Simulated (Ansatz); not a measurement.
Ansatz (a program for electronic structure) input (B3LYP-D3(BJ)/def2-TZVP):

Ansatz 0.2 input:
```yaml
crystal:
  periodic: [false, false, false]
  atoms:
    - {symbol: C, position_ang: [-0.00000000, -0.00000000, 0.00000000]}
    - {symbol: C, position_ang: [-0.00517784, -0.00003491, 1.30012584]}
    - {symbol: C, position_ang: [0.00517784, 0.00003491, -1.30012584]}
    - {symbol: H, position_ang: [-0.01084802, 0.92621741, 1.86315371]}
    - {symbol: H, position_ang: [-0.00399217, -0.92631746, 1.86313127]}
    - {symbol: H, position_ang: [0.93368018, 0.00347788, -1.85945350]}
    - {symbol: H, position_ang: [-0.91884000, -0.00337783, -1.86683148]}
basis:
  gaussian:
    orbitals: def2-TZVP
hamiltonian:
  xc: b3lyp
  dispersion: d3bj
phonons: {temperatures: {t_min: 298.15, t_max: 298.15, t_step: 100}}
```

Output:

```
Functional definition: B3LYP
integrals: 0.03 GiB planned
716 factors; their error is unknown
mean field: 0.32 GiB planned
mean field evaluation 1: about -3168.8636 eV, gradient 5.3e1 eV
mean field evaluation 2: about -3167.8093 eV, gradient 5.5e1 eV
mean field evaluation 4: about -3175.7450 eV, gradient 5.0e0 eV
mean field evaluation 8: about -3175.8028 eV, gradient 1.9e-2 eV
mean field evaluation 16: about -3175.7949 eV, gradient 8.1e-6 eV
mean field -3175.79492829 eV, -116.7083109834 hartree, gradient 8.2e-6 eV, S^2 0.000000; 0 other end points of the search recorded, 0 dependent functions left out
the calculation of the forces begins
reference -3175.79514461 eV, -116.7083189333 hartree; 11, 11 occupied and 106, 106 virtual orbitals, 716 factors
these checks for a lower state are left out or cut short: stability, starts, cluster_reference, orbital_swaps, neighbouring_geometries, increment
integrals: 0.03 GiB planned
716 factors; their error is unknown
mean field: 0.31 GiB planned
mean field -3175.79477266 eV, -116.7083052642 hartree, gradient 1.1e-6 eV, S^2 0.000000; 0 other end points of the search recorded, 0 dependent functions left out
the calculation of the forces begins
reference -3175.79498899 eV, -116.7083132141 hartree; 11, 11 occupied and 106, 106 virtual orbitals, 716 factors
these checks for a lower state are left out or cut short: stability, starts, cluster_reference, orbital_swaps, neighbouring_geometries, increment
integrals: 0.03 GiB planned
716 factors; their error is unknown
mean field: 0.31 GiB planned
mean field evaluation 32: about -3175.7948 eV, gradient 1.1e-6 eV
mean field -3175.79477266 eV, -116.7083052642 hartree, gradient 1.1e-6 eV, S^2 0.000000; 0 other end points of the search recorded, 0 dependent functions left out
the calculation of the forces begins
reference -3175.79498899 eV, -116.7083132141 hartree; 11, 11 occupied and 106, 106 virtual orbitals, 716 factors
these checks for a lower state are left out or cut short: stability, starts, cluster_reference, orbital_swaps, neighbouring_geometries, increment
integrals: 0.03 GiB planned
716 factors; their error is unknown
mean field: 0.32 GiB planned
mean field -3175.79475007 eV, -116.7083044339 hartree, gradient 1.1e-6 eV, S^2 0.000000; 0 other end points of the search recorded, 0 dependent functions left out
the calculation of the forces begins
reference -3175.79496644 eV, -116.7083123854 hartree; 11, 11 occupied and 106, 106 virtual orbitals, 716 factors
these checks for a lower state are left out or cut short: stability, starts, cluster_reference, orbital_swaps, neighbouring_geometries, increment
integrals: 0.03 GiB planned
716 factors; their error is unknown
mean field: 0.32 GiB planned
mean field -3175.79479285 eV, -116.7083060060 hartree, gradient 1.0e-6 eV, S^2 0.000000; 0 other end points of the search recorded, 0 dependent functions left out
the calculation of the forces begins
reference -3175.79500913 eV, -116.7083139544 hartree; 11, 11 occupied and 106, 106 virtual orbitals, 716 factors
these checks for a lower state are left out or cut short: stability, starts, cluster_reference, orbital_swaps, neighbouring_geometries, increment
integrals: 0.03 GiB planned
716 factors; their error is unknown
mean field: 0.32 GiB planned
mean field -3175.79479284 eV, -116.7083060060 hartree, gradient 1.0e-6 eV, S^2 0.000000; 0 other end points of the search recorded, 0 dependent functions left out
the calculation of the forces begins
reference -3175.79500913 eV, -116.7083139544 hartree; 11, 11 occupied and 106, 106 virtual orbitals, 716 factors
these checks for a lower state are left out or cut short: stability, starts, cluster_reference, orbital_swaps, neighbouring_geometries, increment
integrals: 0.03 GiB planned
716 factors; their error is unknown
mean field: 0.32 GiB planned
mean field -3175.79475007 eV, -116.7083044340 hartree, gradient 1.0e-6 eV, S^2 0.000000; 0 other end points of the search recorded, 0 dependent functions left out
the calculation of the forces begins
reference -3175.79496644 eV, -116.7083123855 hartree; 11, 11 occupied and 106, 106 virtual orbitals, 716 factors
these checks for a lower state are left out or cut short: stability, starts, cluster_reference, orbital_swaps, neighbouring_geometries, increment
integrals: 0.03 GiB planned
716 factors; their error is unknown
mean field: 0.32 GiB planned
mean field evaluation 64: about -3175.7949 eV, gradient 2.0e-4 eV
mean field -3175.79487082 eV, -116.7083088716 hartree, gradient 1.0e-6 eV, S^2 0.000000; 0 other end points of the search recorded, 0 dependent functions left out
the calculation of the forces begins
reference -3175.79508711 eV, -116.7083168200 hartree; 11, 11 occupied and 106, 106 virtual orbitals, 716 factors
these checks for a lower state are left out or cut short: stability, starts, cluster_reference, orbital_swaps, neighbouring_geometries, increment
integrals: 0.03 GiB planned
716 factors; their error is unknown
mean field: 0.32 GiB planned
mean field -3175.79490561 eV, -116.7083101502 hartree, gradient 1.0e-6 eV, S^2 0.000000; 0 other end points of the search recorded, 0 dependent functions left out
the calculation of the forces begins
reference -3175.79512198 eV, -116.7083181015 hartree; 11, 11 occupied and 106, 106 virtual orbitals, 716 factors
these checks for a lower state are left out or cut short: stability, starts, cluster_reference, orbital_swaps, neighbouring_geometries, increment
integrals: 0.03 GiB planned
716 factors; their error is unknown
mean field: 0.32 GiB planned
mean field -3175.79488077 eV, -116.7083092373 hartree, gradient 1.0e-6 eV, S^2 0.000000; 0 other end points of the search recorded, 0 dependent functions left out
the calculation of the forces begins
reference -3175.79509706 eV, -116.7083171859 hartree; 11, 11 occupied and 106, 106 virtual orbitals, 716 factors
these checks for a lower state are left out or cut short: stability, starts, cluster_reference, orbital_swaps, neighbouring_geometries, increment
integrals: 0.03 GiB planned
716 factors; their error is unknown
mean field: 0.32 GiB planned
mean field -3175.79488798 eV, -116.7083095021 hartree, gradient 1.0e-6 eV, S^2 0.000000; 0 other end points of the search recorded, 0 dependent functions left out
the calculation of the forces begins
reference -3175.79510434 eV, -116.7083174533 hartree; 11, 11 occupied and 106, 106 virtual orbitals, 716 factors
these checks for a lower state are left out or cut short: stability, starts, cluster_reference, orbital_swaps, neighbouring_geometries, increment
integrals: 0.03 GiB planned
716 factors; their error is unknown
mean field: 0.32 GiB planned
mean field evaluation 96: about -3175.7949 eV, gradient 5.2e-7 eV
mean field -3175.79485116 eV, -116.7083081492 hartree, gradient 1.0e-6 eV, S^2 0.000000; 0 other end points of the search recorded, 0 dependent functions left out
the calculation of the forces begins
reference -3175.79506754 eV, -116.7083161009 hartree; 11, 11 occupied and 106, 106 virtual orbitals, 716 factors
these checks for a lower state are left out or cut short: stability, starts, cluster_reference, orbital_swaps, neighbouring_geometries, increment
integrals: 0.03 GiB planned
716 factors; their error is unknown
mean field: 0.31 GiB planned
mean field -3175.79484036 eV, -116.7083077521 hartree, gradient 1.0e-6 eV, S^2 0.000000; 0 other end points of the search recorded, 0 dependent functions left out
the calculation of the forces begins
reference -3175.79505664 eV, -116.7083157001 hartree; 11, 11 occupied and 106, 106 virtual orbitals, 716 factors
these checks for a lower state are left out or cut short: stability, starts, cluster_reference, orbital_swaps, neighbouring_geometries, increment
integrals: 0.03 GiB planned
716 factors; their error is unknown
mean field: 0.32 GiB planned
mean field -3175.79489336 eV, -116.7083096999 hartree, gradient 1.0e-6 eV, S^2 0.000000; 0 other end points of the search recorded, 0 dependent functions left out
the calculation of the forces begins
reference -3175.79510966 eV, -116.7083176488 hartree; 11, 11 occupied and 106, 106 virtual orbitals, 716 factors
these checks for a lower state are left out or cut short: stability, starts, cluster_reference, orbital_swaps, neighbouring_geometries, increment
integrals: 0.03 GiB planned
716 factors; their error is unknown
mean field: 0.31 GiB planned
mean field -3175.79491785 eV, -116.7083105997 hartree, gradient 1.0e-6 eV, S^2 0.000000; 0 other end points of the search recorded, 0 dependent functions left out
the calculation of the forces begins
reference -3175.79513420 eV, -116.7083185506 hartree; 11, 11 occupied and 106, 106 virtual orbitals, 716 factors
Total energy: -3175.95583609 eV, -116.7142242360 hartree
Atom 0 at     0.000000     0.000000     0.000000 Å, force     0.000000    -0.000000    -0.000000 eV/Å
Atom 1 at    -0.005178    -0.000035     1.300126 Å, force    -0.000001    -0.000000     0.000256 eV/Å
Atom 2 at     0.005178     0.000035    -1.300126 Å, force     0.000001     0.000000    -0.000256 eV/Å
Atom 3 at    -0.010848     0.926217     1.863154 Å, force     0.000000    -0.000210     0.000073 eV/Å
Atom 4 at    -0.003992    -0.926317     1.863131 Å, force    -0.000001     0.000210     0.000073 eV/Å
Atom 5 at     0.933680     0.003478    -1.859454 Å, force    -0.000209    -0.000001    -0.000074 eV/Å
Atom 6 at    -0.918840    -0.003378    -1.866831 Å, force     0.000210     0.000001    -0.000072 eV/Å
Dipole moment:     0.000000     0.000000    -0.000000 e Å
Vibrations: 372.24 372.25 872.81 872.83 883.32 1020.11 1020.11 1112.76 1429.06 1485.89 2046.90 3125.20 3129.36 3199.10 3199.12 cm⁻¹, zero-point energy 1.496554 eV
```
